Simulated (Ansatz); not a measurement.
# Cobalt, hcp: convergence with cold smearing

Computed with Ansatz, PBE, scalar-relativistic PAW, on the relaxed cell (a = 2.494 Å, c = 4.028 Å (c/a = 1.615); ferromagnetic, net 1.61 μB per atom). Errors count from a run at 420 eV on a Γ-centred 24×24×13 mesh with Fermi-Dirac smearing of 0.05 eV, extrapolated to zero width. Fixed here: cutoff 420 eV, mesh 14×14×8.

```json
{"width (eV)": "0.01", "E(σ→0) error (meV/atom)": "3.2", "F error (meV/atom)": "3.2", "P (GPa)": "-0.01", "sphere moment (μB)": "1.67", "SCF iterations": "18"}
{"width (eV)": "0.03", "E(σ→0) error (meV/atom)": "3.2", "F error (meV/atom)": "3.2", "P (GPa)": "0.01", "sphere moment (μB)": "1.67", "SCF iterations": "21"}
{"width (eV)": "0.1", "E(σ→0) error (meV/atom)": "3.2", "F error (meV/atom)": "3.0", "P (GPa)": "-0.32", "sphere moment (μB)": "1.65", "SCF iterations": "15"}
{"width (eV)": "0.3", "E(σ→0) error (meV/atom)": "-0.9", "F error (meV/atom)": "4.6", "P (GPa)": "0.20", "sphere moment (μB)": "1.70", "SCF iterations": "11"}
{"width (eV)": "0.6", "E(σ→0) error (meV/atom)": "8.9", "F error (meV/atom)": "51.1", "P (GPa)": "1.65", "sphere moment (μB)": "1.84", "SCF iterations": "14"}
{"width (eV)": "1.0", "E(σ→0) error (meV/atom)": "70.3", "F error (meV/atom)": "133.0", "P (GPa)": "-0.50", "sphere moment (μB)": "1.72", "SCF iterations": "22"}
```

What does the run at 0.2 give (width)?

E(σ→0) error (meV/atom): 2.7; F error (meV/atom): 2.6; P (GPa): -0.23; sphere moment (μB): 1.66; SCF iterations: 15.
